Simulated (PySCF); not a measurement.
ethylketene, C₄H₆O, SMILES CCC=C=O, point group C1.

Force field and properties: PBE0/pcSseg-1 (PySCF, grid level 2). Vibrational terms come from second-order perturbation theory with semi-diagonal cubic constants, by steps of ±0.6 along the normal coordinates of each isotopologue. The parent has the commonest isotopes.

Equilibrium geometry (Å):

```tsv
atom	x	y	z
C1	-1.3719	0.4875	0.0101
C2	-0.2844	-0.5633	-0.1741
C3	1.0346	-0.1628	0.4388
C4	2.1309	0.0437	-0.2462
O5	3.1046	0.2212	-0.8577
H6	-1.0962	1.4300	-0.4757
H7	-1.5420	0.6994	1.0722
H8	-2.3223	0.1475	-0.4182
H9	-0.6066	-1.5126	0.2750
H10	-0.1434	-0.7709	-1.2414
H11	1.1184	-0.0089	1.5134
```

**Question.** Give the equilibrium and ground-state rotational constants (MHz) of parent; ²H at 9.

**Answer.** 
```csv
species,Ae,Be,Ce,A0,B0,C0,Δ0 (u Å²),harmonic ZPE (cm⁻¹)
parent,18895,2348.1,2308.2,18806,2340.4,2298,-22.892,19751
²H at 9,17397,2314.5,2265.3,17281,2308.5,2255,-24.045,19025
```

Δ0 = Ic − Ia − Ib from the ground-state constants.

**Question.** How is the parent's vibrational correction B0 − Be made up?

**Answer.** 
| axis | harmonic | Coriolis | cubic | total (MHz) |
| --- | --- | --- | --- | --- |
| a | 136 | -107 | -118 | -88.8 |
| b | 2.98 | -1.39 | -9.31 | -7.72 |
| c | 2.12 | -2.44 | -9.83 | -10.2 |

**Question.** And its quartic centrifugal distortion constants from the harmonic force field?

**Answer.** Asymmetric top, A reduction, Ir representation: ΔJ = 1.69 kHz, ΔJK = -71.6 kHz, ΔK = 1290 kHz, δJ = 0.382 kHz, δK = 68.8 kHz.

A mode lies under 250 cm⁻¹, where this perturbation treatment is rough. Internal rotors are held in one well.
